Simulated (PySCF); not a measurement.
Species: PH3.
Cartesian coordinates in Å at the PBE0-D3(BJ)/def2-SVP level; atoms count from 1:
```xyz
4
PH3 angstrom
P     -0.0037    0.0053    0.5048
H     -0.5815    1.0469   -0.2843
H      1.1976   -0.0154   -0.2685
H     -0.6119   -1.0250   -0.2763
```

Method: PBE0-D3(BJ)/def2-SVP geometry optimisation, gas phase (PySCF 2.14.0).

Take the most abundant isotopes and a rigid rotor. 

Give the principal moments of inertia and the rotational constants in MHz.

Ia = 3.84, Ib = 3.84, Ic = 4.33 u·Å²; 505379 MHz·u·Å²/I gives A = 131443, B = 131439, C = 116782 MHz.

Classify the top.

An oblate symmetric top, as the point group C3v requires two equal moments; the computed ones differ by 0.00 % because the geometry is symmetric only within the optimiser's tolerance; Ray's κ = 0.999.

Is it planar, by Δ = Ic − Ia − Ib?

Not planar: Δ = Ic − Ia − Ib = -3.36 u·Å². For a rigid frame Δ = −2 Σ m c², so Σ m c² = 1.68 u·Å² lies off the ab plane: 1.53 from hydrogen and 0.15 from heavier atoms. The atom farthest from that plane is 0.71 Å away.

Give the other two planar moments, Paa and Pbb, and the rms extents of the mass along the axes.

Paa = Σ m a² = (Ib + Ic − Ia)/2 = 2.16 and Pbb = Σ m b² = (Ia + Ic − Ib)/2 = 2.16 u·Å². With the mass M = 34.00 u, the rms extents √(P/M) along a, b and c are 0.25, 0.25, 0.22 Å.

Where do the R-branch lines fall?

The dipole of 0.91 D lies along the symmetry axis, so ΔK = 0 and J+1 ← J falls at 2B(J+1) for every K: 262.88 GHz, 525.76 GHz, 788.65 GHz, 1051.53 GHz, 1314.41 GHz for J = 0 to 4.

Estimate the classical rotational partition function at 100 K and 298.15 K.

Point group C3v, symmetry number σ = 3; q = (√π/σ)·√((kT/h)³/(ABC)), k/h = 20836.6 MHz/K: 39.6 at 100 K, 204 at 298.15 K.

Stationary, but not proved a minimum. Constants of a rigid frame at the computed geometry: no zero-point averaging, no centrifugal distortion.
